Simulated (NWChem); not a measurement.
System: F cation, triplet

The following NWChem deck was run.

```
start job
memory heap 200 mb stack 900 mb global 1100 mb
charge 1
geometry units angstroms noautoz
  F      0.000000     0.000000     0.000000
end
basis spherical
  * library def2-tzvp
end
dft
  odft
  mult 3
  xc m06
  iterations 150
  mulliken
end
task dft energy
```

The open p shell is one determinant without spherical averaging. No stability test was run on the SCF state.

Task: Give the results of this calculation. (M06/def2-TZVP, spin-unrestricted.) Quantities: energy (Ha); highest occupied level (eV); lowest empty minus highest occupied level, either spin (eV); <S²>.

Result: 
* **energy (Ha)**: -99.09
* **highest occupied level (eV)**: -28.95
* **lowest empty minus highest occupied level, either spin (eV)**: 7.05
* **<S²>**: 2.00
